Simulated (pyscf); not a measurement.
Optimised with ωB97X-D3(BJ)/def2-SVP in PySCF.

HO–Si(OH)(OH)–F + HF + HF → HO–Si(OH)(F)–F + H₂O + HF
Surface: singlet. Broken: O–Si, F–H, F–H. Formed: F–Si, H–O, F–H. Give ΔE‡ and ΔE from ωB97X-D3(BJ)/def2-TZVP, relative to the separated reactants.

ΔE‡ = -0.23 eV, ΔE = -0.38 eV. ωB97M-D3(BJ)/def2-TZVP gives -0.24 eV and -0.40 eV. Zero-point energy shifts the barrier by +0.16 eV. It is a multi-bond step, with an imaginary mode of 751i cm⁻¹. On the reactant side the descent ends in a bound adduct (not fully relaxed), 0.96 eV under the separated species and 0.73 eV under the saddle at ωB97X-D3(BJ)/def2-TZVP. On the product side the descent ends in an adduct with a O–Si contact, 0.40 eV under the separated species and 0.55 eV under the saddle at ωB97X-D3(BJ)/def2-TZVP. At ωB97X-D3(BJ) the saddle lies under the separated reactants, which points to a path from their complex (located at ωB97X-D3(BJ) alone). What is counted as broken (O–Si) persists as a longer contact in the product adduct; parting that adduct is a step of its own. One saddle was located; it need not be the lowest between these sides.
